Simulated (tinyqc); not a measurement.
Inside a calculation. Method: UHF in the sto-3g basis, for BH2, spin multiplicity 2. This run ends on a higher stationary point, not on the lowest solution. One step of it, computed by the program tinyqc.

Problem. Iteration 2: DIIS coefficients. Solve [B -1; -1 0][c; lambda] = [0; -1] for the coefficients, which sum to one.

B (overlaps of the stored error matrices):
```
                1               2
1   1.3283784e+00  -5.3728479e-02
2  -5.3728479e-02   2.3274818e-02
```

Give: DIIS coefficients.

Solution.

DIIS coefficients: 0.0528  0.9472
